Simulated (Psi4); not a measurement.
Process, species as SMILES: C#N (CH-N) + H+ → C#[NH+]
B3LYP-D3(BJ)/def2-TZVP geometries, fixed; electronic energies without zero-point terms; positive where energy is released.

How fast the proton affinity converges with the basis for several methods (Psi4): deviation from each method's own reference, in kcal/mol. References: B3LYP 176.40 kcal/mol, the value in aug-cc-pVQZ; HF 180.22 kcal/mol, the value in aug-cc-pVQZ; MP2 174.13 kcal/mol, Hartree-Fock in aug-cc-pVQZ plus the correlation part extrapolated as X^-3 from aug-cc-pVTZ and aug-cc-pVQZ; PBE 175.58 kcal/mol, the value in aug-cc-pVQZ. All functions are spherical. Density fitting with the program's default auxiliary sets. In correlated methods cores are frozen. Psi4's default fitting sets serve the pcseg sets less well. The proton sits at the site shown, which need not be the one that binds it best. No added dispersion term, no relativity. 

```json
[
 {"basis": "pcseg-1", "functions": "38", "B3LYP": "-2.69", "HF": "…", "MP2": "-0.14", "PBE": "-2.53"},
 {"basis": "def2-TZVP", "functions": "74", "B3LYP": "-0.41", "HF": "…", "MP2": "-0.74", "PBE": "-0.32"},
 {"basis": "jun-cc-pV(T+d)Z", "functions": "106", "B3LYP": "-0.22", "HF": "…", "MP2": "0.38", "PBE": "-0.20"},
 {"basis": "6-311++G(3df,3pd)", "functions": "114", "B3LYP": "-0.30", "HF": "…", "MP2": "0.68", "PBE": "-0.24"},
 {"basis": "aug-pcseg-2", "functions": "138", "B3LYP": "-0.01", "HF": "…", "MP2": "1.06", "PBE": "-0.04"},
 {"basis": "aug-cc-pVTZ", "functions": "138", "B3LYP": "-0.19", "HF": "…", "MP2": "0.03", "PBE": "-0.16"},
 {"basis": "cc-pVQZ", "functions": "170", "B3LYP": "0.14", "HF": "…", "MP2": "0.58", "PBE": "0.18"},
 {"basis": "cc-pV5Z", "functions": "292", "B3LYP": "0.04", "HF": "…", "MP2": "0.19", "PBE": "0.03"}
]
```

**Question.** Some entries are withheld; supply them.

**Answer.** 
- pcseg-1, HF: -3.42
- def2-TZVP, HF: -0.53
- jun-cc-pV(T+d)Z, HF: -0.20
- 6-311++G(3df,3pd), HF: -0.35
- aug-pcseg-2, HF: 0.20
- aug-cc-pVTZ, HF: -0.17
- cc-pVQZ, HF: 0.05
- cc-pV5Z, HF: 0.07

Mean absolute deviation over def2-TZVP, jun-cc-pV(T+d)Z, 6-311++G(3df,3pd), aug-pcseg-2, aug-cc-pVTZ: PBE 0.19, B3LYP 0.22, HF 0.29, MP2 0.58 kcal/mol.
